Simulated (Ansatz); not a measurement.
**SiH₂F+ (SMILES F[SiH2+]): one structure at several levels**

The atoms stand at a structure displaced at random from a GFN2-xTB minimum. How far do the functionals agree with CCSD(T) there?

Program: Ansatz 0.2.0, Gaussian basis. Level of theory: single points in def2-TZVPP. These are calculated values, not measurements.

Cores are frozen in the correlated methods.

**1. The starting structure**

SMILES `F[SiH2+]`, 4 atoms, charge 1, spin multiplicity 1.

Atoms are counted from 1 here; the program's logs count them from 0.

Bond lengths: F1–Si2 1.726 Å, Si2–H3 1.523 Å, Si2–H4 1.313 Å. Angles: F1–Si2–H3 109.5°, F1–Si2–H4 108.2°, H3–Si2–H4 142.3°.

As a file:

```
F     1.33760    0.61420   -0.31380
Si   -0.20560   -0.05520    0.07080
H    -1.30050    0.91050   -0.36260
H    -0.01670   -1.24390    0.59430
```

**2. CCSD(T)/def2-TZVPP**

Input file run/in.yaml:

```yaml
crystal:
  periodic: [false, false, false]
  atoms:
    - {symbol: F, position_ang: [1.337600, 0.614200, -0.313800]}
    - {symbol: Si, position_ang: [-0.205600, -0.055200, 0.070800]}
    - {symbol: H, position_ang: [-1.300500, 0.910500, -0.362600]}
    - {symbol: H, position_ang: [-0.016700, -1.243900, 0.594300]}
basis:
  gaussian: {orbitals: def2-TZVPP}
total_charge: 1
correlation: {method: ccsd_t}
output: {forces: true}
```

The command line of these runs was not kept.

**3. PBE0-D4/def2-TZVPP**

Edit run/in.yaml of step 2 so:

```diff
@@ -10,3 +10,3 @@
 total_charge: 1
-correlation: {method: ccsd_t}
-output: {forces: true}
+hamiltonian: {xc: pbe0, dispersion: d4}
+output: {forces: true, orbitals: {seedname: orbitals}}
```

**4. wB97M-V/def2-TZVPP**

Edit run/in.yaml of step 3 so:

```diff
@@ -10,3 +10,3 @@
 total_charge: 1
-hamiltonian: {xc: pbe0, dispersion: d4}
-output: {forces: true, orbitals: {seedname: orbitals}}
+hamiltonian: {xc: {name: wB97M-V}}
+output: {forces: true}
```

**5. r2SCAN-D4/def2-TZVPP**

Edit run/in.yaml of step 4 so:

```diff
@@ -10,3 +10,3 @@
 total_charge: 1
-hamiltonian: {xc: {name: wB97M-V}}
+hamiltonian: {xc: r2scan, dispersion: d4}
 output: {forces: true}
```

**6. PBE-D4/def2-TZVPP**

Edit run/in.yaml of step 5 so:

```diff
@@ -10,3 +10,3 @@
 total_charge: 1
-hamiltonian: {xc: r2scan, dispersion: d4}
+hamiltonian: {xc: pbe, dispersion: d4}
 output: {forces: true}
```

**7. wB97X-V/def2-TZVPP**

Edit run/in.yaml of step 6 so:

```diff
@@ -10,3 +10,3 @@
 total_charge: 1
-hamiltonian: {xc: pbe, dispersion: d4}
+hamiltonian: {xc: {name: wB97X-V}}
 output: {forces: true}
```

**8. CAM-B3LYP-D4/def2-TZVPP**

Edit run/in.yaml of step 7 so:

```diff
@@ -10,3 +10,3 @@
 total_charge: 1
-hamiltonian: {xc: {name: wB97X-V}}
+hamiltonian: {xc: {name: CAM-B3LYP}, dispersion: d4}
 output: {forces: true}
```

(Steps that only read results are left out.)

Q: Predict the outcome of this session. Wanted: energy less free atoms, CCSD(T)/def2-TZVPP; RMS force component; RMS force error; HOMO and LUMO, PBE0-D4; T1 diagnostic.

**Answer**, as computed:

```
                                  quantity                                                                                                value
energy less free atoms, CCSD(T)/def2-TZVPP                                                                                        -288.2 kJ/mol
                       RMS force component                                                                 2.920 to 3.122 eV/Å over the methods
                           RMS force error  PBE0-D4 0.067, wB97M-V 0.088, r2SCAN-D4 0.081, PBE-D4 0.330, wB97X-V 0.043, CAM-B3LYP-D4 0.026 eV/Å
                    HOMO and LUMO, PBE0-D4                                                                                 -17.85 and -10.27 eV
                             T1 diagnostic                                                                                                0.018
```

**Reading.** Against CCSD(T) the functionals' energies less atoms differ by -36.2 to +10.0 kJ/mol, PBE-D4 by -25.8 kJ/mol. The reference is not at the basis limit: in triple zeta CCSD(T) underbinds, which counts against methods that bind more; the gaps are no ranking. On forces the order runs from CAM-B3LYP-D4 to PBE-D4. Frozen-core CCSD(T) forces in triple zeta carry basis errors of their own, and this is one geometry, so small gaps rank nothing.
